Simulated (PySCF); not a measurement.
Molfile (atoms numbered from 1):
```
C4H4FN
     RDKit          3D

 10 10  0  0  0  0  0  0  0  0999 V2000
    2.4915   -0.4059    0.7558 F   0  0  0  0  0  0  0  0  0  0  0  0
    1.1996   -0.0997    0.8220 C   0  0  0  0  0  0  0  0  0  0  0  0
    0.4048   -0.1440   -0.2459 C   0  0  0  0  0  0  0  0  0  0  0  0
   -1.0338    0.1987   -0.2140 C   0  0  1  0  0  0  0  0  0  0  0  0
   -1.9195   -0.2443    0.8473 C   0  0  0  0  0  0  0  0  0  0  0  0
   -1.5775    0.9505    0.9929 N   0  0  0  0  0  0  0  0  0  0  0  0
    0.8807    0.1979    1.8257 H   0  0  0  0  0  0  0  0  0  0  0  0
    0.8422   -0.4302   -1.2068 H   0  0  0  0  0  0  0  0  0  0  0  0
   -1.4650    0.4821   -1.1823 H   0  0  0  0  0  0  0  0  0  0  0  0
   -2.4911   -1.0183    1.3678 H   0  0  0  0  0  0  0  0  0  0  0  0
  1  2  1  0
  2  3  2  0
  3  4  1  0
  4  5  1  0
  5  6  2  0
  6  4  1  0
  2  7  1  0
  3  8  1  0
  4  9  1  6
  5 10  1  0
M  END
```

PySCF 2.14 calculation with coordinates at the PBE0-D3(BJ)/def2-SVP level, J: B3LYP/pcJ-1 (spin–dipole term only in couplings to heteroatoms) and shielding tensors at PBE/pcSseg-2 (GIAO); one conformer, non-relativistic Hamiltonian, no solvent model.

Shifts are taken against calculated references (same method and geometry level): ¹H (31.18 ppm) vs TMS.

The spectrum was simulated from the full spin Hamiltonian at 600 MHz with 1.0 Hz Lorentzian lines, from shifts rounded to 0.01 ppm and J to 0.1 Hz, couplings under 1 Hz left out.

(1) List the maxima of its ¹H spectrum with integrals.

(2) Summarise it as multiplets with assignments.

Results:

(1) 
Maxima in Hz from TMS (height), grouped by integral:
1H: 5745.1 (56), 5744.1 (62), 5742.4 (100), 5741.7 (100), 5739.9 (62), 5739.0 (56)
1H: 3861.2 (30), 3860.3 (48), 3859.5 (30), 3849.0 (33), 3848.1 (53), 3847.2 (33), 3773.1 (30), 3772.2 (47), 3771.4 (30), 3760.9 (34), 3760.1 (54), 3759.2 (34)
1H: 3598.2 (44), 3593.5 (45), 3586.0 (42), 3582.3 (54), 3581.4 (50), 3577.7 (46), 3570.2 (40), 3565.5 (40)
1H: 1296.2 (28), 1295.4 (30), 1293.4 (35), 1292.2 (57), 1291.5 (57), 1288.5 (57), 1287.8 (57), 1286.6 (35), 1284.7 (29), 1283.8 (28)

(2) ¹H NMR (600 MHz, computed): δ 9.57 (ddd, J = 2.8, 2.4, 1.0 Hz, 1H, H10), 6.35 (ddt, J = 88.1, 12.2, 1.0 Hz, 1H, H7), 5.97 (ddd, J = 15.8, 12.2, 4.7 Hz, 1H, H8), 2.15 (m, 1H, H9). These are first-order names; overlap and second-order distortion can hide them in the list.

Splittings below 1 Hz are ignored in the labels, and close J values are merged. Unscaled 3J(H,H) at this level run about 10 % above measured values. Couplings across =CH–CH2 type bonds come from one rotamer and its mirror image, and can be 1–2 Hz further off. Vicinal couplings across rotatable single bonds and in flexible rings belong to the one computed conformer; a conformer average would change them.
